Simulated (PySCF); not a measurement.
# How methods differ on the ionisation energy of F

F [He] 2s2 2p5 (2P) → F⁺ [He] 2s2 2p4 (3P), as a difference of total energies. Calculation: PySCF 2.14, in jorge-DZP-DKH; scalar relativity by spin-free X2C-1e. Correlated levels: valence: 1s2 frozen. The calculations carry no spin-orbit coupling.

| method | ionisation energy (eV) | error (eV) |
| --- | --- | --- |
| UHF | 15.684 | -1.743 |
| MN15 | 17.532 | +0.105 |
| PBE | 17.532 | +0.105 |
| MP2 (valence) | 16.844 | -0.583 |
| SCS-MP2 (valence) | 16.787 | -0.640 |
| CCSD (valence) | 16.774 | -0.653 |
| CCSD(T) (valence) | 16.795 | -0.632 |

Reference: 17.427 eV (measured; NIST levels, between the centres of gravity of the two terms).

Errors of the correlated levels include the incompleteness of this basis and the frozen core.
